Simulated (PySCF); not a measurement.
Structure problem from calculated spectra and properties.

Elements present: C, Cl and H. Monoisotopic mass: 78.0236 u.

| Property | Result |
| --- | --- |
| Dipole | 2.26 D [PBE0/pcSseg-1] |
| 1H NMR | chemical shifts (computed TMS as zero) by class: 3.38 (2 H), 1.74 (2 H), 0.98 (3 H) ppm [GIAO PBE0/pcSseg-1] |
| 13C NMR | chemical shifts (computed TMS as zero) by class: 51.9 (1 C), 32.2 (1 C), 14.2 (1 C) ppm [GIAO PBE0/pcSseg-1] |
| NMR, other nuclei | isotropic shieldings of nuclei other than C and H, by class: 854 (1 Cl) ppm [GIAO PBE0/pcSseg-1] |
| Rotational structure | rotational constants A, B, C: 25.846, 2.406, 2.296 GHz [GFN2-xTB] |

The electronic properties come from PySCF, for the isolated species, density fitting. Levels stand in brackets. The structure is a single GFN2-xTB conformer in the gas phase; no vibrational or solvent corrections. NMR classes are plain means over equivalent atoms (diastereotopic ones count apart unless rotation or inversion swaps them), as if these changed places fast.

Q: Which formula fits the mass and the elements?

A: C3H7Cl (calculated 78.0236). No other formula that holds each of these elements comes within 0.0003 u with a fitting electron parity and a possible valence count.

Q: Give a SMILES that accounts for the data.

A: Numbering: `[CH3:1][CH2:2][CH2:3][Cl:4]`. Its formula, C3H7Cl, gives 0 degrees of unsaturation, so no ring and no π bond. 3 carbons fall into 3 classes; from least to most shielded: sp3 C–Cl carbon [C3] (51.9 ppm), chain CH2 carbon [C2] (32.2 ppm), methyl carbon [C1] (14.2 ppm). Hydrogen classes from least to most shielded: 2 H on an sp3 C–Cl carbon, C3 (3.38 ppm), 2 H on a chain CH2 carbon, C2 (1.74 ppm), 3 H on a methyl carbon, C1 (0.98 ppm). The other shieldings belong to: 854 ppm, alkyl chlorine [Cl4]. The optimised geometry has point group Cs and is an asymmetric top. Structure: `CCCCl`. The assignments are read from this structure; whether some other isomer fits the data as well wasn't checked.

The values belong to the conformer `[CH3:1][CH2:2][CH2:3][Cl:4]`: C1–C2–C3–Cl4 180°.
